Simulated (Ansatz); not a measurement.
# AlP2H (quintet): wave-function methods side by side, cc-pVDZ

The task here is to estimate one member of a computed series from the others.

The runs use Ansatz 0.2.0, Gaussian basis; cc-pVDZ, core rule «outside noble gas», up to 15 orbitals frozen.

The runs, in order: UHF; CCSD(T) on ROHF; CCSD(T) on UHF; BCCD(T) on ROHF; CISD; CCSDT(Q) on ROHF; CCSDT(Q) on UHF; CASSCF and NEVPT2, 10 electrons in 11 orbitals.

23 further runs of the same task are left out: 1 for a known fault of the program, 9 that didn't finish, 13 set aside as unsound or not needed.

## The system

The geometry is a PBE0/def2-TZVP stationary point (not a proven minimum) of the parent state, kept for this charge and spin.

4 atoms, charge 0, spin multiplicity 5.

Atoms are counted from 1 here; the program's logs count them from 0.

Bond lengths: P1–Al2 2.241 Å, Al2–P3 2.191 Å, P3–H4 1.438 Å. Angles: P1–Al2–P3 179.9°, Al2–P3–H4 82.1°.

Set-up of the first run:

in.yaml reads:

```yaml
crystal:
  periodic: [false, false, false]
  atoms:
    - {symbol: P, position_ang: [0.000007, -0.304246, 2.733079]}
    - {symbol: Al, position_ang: [-0.000015, -0.348696, 0.492088]}
    - {symbol: P, position_ang: [0.000008, -0.387284, -1.698244]}
    - {symbol: H, position_ang: [0.000000, 1.040227, -1.526924]}
basis:
  gaussian: {orbitals: cc-pVDZ}
magnetization: {spin_polarized: true, initial_magnetization: 4}
hamiltonian: {xc: hf}
output: {orbitals: {seedname: orbitals}}
```

Run with:

```
> ansatz run in.yaml --threads 1 --pin off --events-out ev --progress --plain --max-ram 2393MiB
```

Steps of the session up to this table: UHF; CCSD(T) on ROHF; CCSD(T) on UHF; BCCD(T) on ROHF; CISD; CCSDT(Q) on ROHF; CCSDT(Q) on UHF; CASSCF and NEVPT2, 10 electrons in 11 orbitals.

One table of the session follows, with a row left open; its other results are not shown here.

It belongs to the step «Misses and costs». 

| method | from UCCSDT(Q) (kcal/mol) |
| --- | --- |
| ROHF | +176.34 |
| UHF | +170.92 |
| RMP2 | +35.85 |
| UMP2 | +36.91 |
| CISD | +25.65 |
| RCCSD | +7.43 |
| UCCSD | +7.27 |
| RCCSD(T) | +1.77 |
| UCCSD(T) | +1.78 |
| BCCD(T) | +1.71 |
| RCCSDT | ? |
| UCCSDT | +0.50 |
| RCCSDT(Q) | +0.02 |
| UCCSDT(Q) | 0 |
| CASSCF valence | +145.57 |
| NEVPT2 valence | +33.03 |

Q: Estimate the row for RCCSDT from the others.

The run gave: from UCCSDT(Q) (kcal/mol): +0.51. In the column «from UCCSDT(Q) (kcal/mol)» it lies between UCCSDT (+0.50) and BCCD(T) (+1.71).

Caveats from the session: Restricted and unrestricted rows rest on different reference determinants; where their highest levels disagree by more than a few hundredths of an eV, they describe different states and don't form one ladder.
